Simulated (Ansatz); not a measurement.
`[SiH]Cl` + H₂S → `[SiH]S` + HCl  (ligand exchange at the Si–Cl bond)

Computed with Ansatz on PBE0-D4/def2-TZVP structures; ΔE is electronic, products minus reactants. CCSD(T)/CBS is extrapolated from def2-TZVPP and def2-QZVPP, frozen cores. DFT in def2-TZVPP.

`[SiH]Cl`:

```xyz
3

Si   -0.701   -0.436    0.028
Cl    0.794    0.179   -1.277
H    -0.093    0.256    1.249
```

H₂S:

Z-matrix (Å, degrees):
```
S
H 1 1.341
H 1 1.341 2 92.3
```

`[SiH]S`:

Z-matrix (Å, degrees):
```
Si
S 1 2.115
H 1 1.525 2 89.3
H 2 1.346 1 97.5 3 -179.9
```

HCl:

```xyz
2

Cl   -0.128   -0.622   -0.072
H     0.128    0.622    0.072
```

Problem. Is it downhill or uphill in electronic energy at CCSD(T)/CBS, and by how much? (Best estimate.)

Solution. The calculation gave: Uphill: ΔE = +4.9 kJ/mol.

Problem. What do these levels give: LDA (SPW92), r2SCAN-D4, B97M-V, r2SCAN, r2SCANh, CAM-B3LYP, MP2/def2-SVP, CCSD(T)/def2-TZVPP, MP2/def2-QZVPP, CCSD(T)/def2-QZVPP, CCSD/cc-pV(Q+d)Z, CCSD(T)/CBS(cc)? (Estimate.)

Solution. Computed: LDA (SPW92) -6.6, r2SCAN-D4 -1.5, B97M-V 2.3, r2SCAN -1.3, r2SCANh -0.3, CAM-B3LYP 9.2, MP2/def2-SVP 0.8, CCSD(T)/def2-TZVPP 3.6, MP2/def2-QZVPP 3.1, CCSD(T)/def2-QZVPP 4.6, CCSD/cc-pV(Q+d)Z 7.7, CCSD(T)/CBS(cc) 5.0 kJ/mol.

Largest T1 diagnostic among the species: 0.016.

Leaving LDA and LC-ωPBE aside and taking each functional with its dispersion term where it has one, the values, not all of them listed here, spread over 11.9 kJ/mol, from revPBE-D4 to BHLYP-D4. LDA lies −4.5 kJ/mol from PBE without D4. In def2-TZVPP, CCSD(T) changes the Hartree–Fock value by −14.0 kJ/mol (the triples alone add −3.1 kJ/mol) and MP2 by −15.2 kJ/mol.
